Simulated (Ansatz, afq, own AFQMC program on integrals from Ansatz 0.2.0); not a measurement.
# TiH⁺, quintet: AFQMC among the cluster methods

```yaml
atoms:
  - { symbol: Ti, position_ang: [0.0000, 0.0000, 0.0000] }
  - { symbol: H, position_ang: [0.0000, 0.0000, 1.7540] }
```

Basis def2-TZVP. Only valence electrons are correlated. Integrals, coupled cluster, full CI and functionals: Ansatz 0.2.0; the random walks run on the same integrals in our own AFQMC program. ph-AFQMC/CISD is guided by a CISD state made of CCSD amplitudes; releasing the constraint for a short imaginary time cuts its bias at the price of noise, slowly where states lie close. Free projection: walkers drawn from exp(T), propagated without any constraint. Its projection time is finite, and what remains of the start isn't in its error. Uncertainties: one standard error, sampling alone. The metal's outer-core s and p shells are frozen, which shifts wave-function levels against functionals.

Determinant: UHF, the one that the program's search chose, which needn't be the lowest solution. The geometry is a PBE0/def2-TZVP stationary point of this or a neighbouring charge and spin state.

Full CI on the same integrals is exact in this basis and with this determinant's frozen core.

Cautions: no relativity below Rb; outer-core shells of the metal frozen; lower spins were not checked; higher spins were not checked.

- T1 diagnostic: 0.0153
- weight of the determinant in the CISD state: 0.982
- ⟨S²⟩ of the determinant: 6.002
- size of the correlated space: 4 electrons in 42 orbitals

```tsv
level	correlation energy (eV)
MP2	-0.5831
CCSD	-0.7614
CCSD(T)	-0.7700
```

Q: Estimate where full CI lies against CCSD(T) on the same integrals.

A: 0.3 kJ/mol below CCSD(T).

Reference: full CI, correlation energy -0.773 eV. The released energy is read at 2.40 1/Eh (meV from the phaseless value at times in 1/Eh: -2 ± 3 at 0.24, -1 ± 3 at 0.51, 3.7 ± 2.4 at 0.99, 0.1 ± 2.5 at 1.62, -3 ± 4 at 2.40).

```tsv
level	E − E(reference) (kJ/mol)	share of correlation (%)
CCSD(T)	0.3	99.55
CCSDT	0.0	99.99
CCSDT(Q)	0.0	100.00
ph-AFQMC/HF	6.9 ± 1.6	90.76
ph-AFQMC/CISD	0.5 ± 0.2	99.39
released AFQMC	0.2 ± 0.3	99.79
free AFQMC	-0.2 ± 0.1	100.33
```

CCSDT and higher add their correlation energy to the determinant of the CCSD(T) run, since their own runs factorise the integrals more tightly (a shift of under 2 meV). Free projections are given only where their last times agree within the noise and don't stop above the reference; a slow remainder of the start can still hide under it. Released energies are given only where the last usable release times agree within the noise; a slower fall can still hide under it.
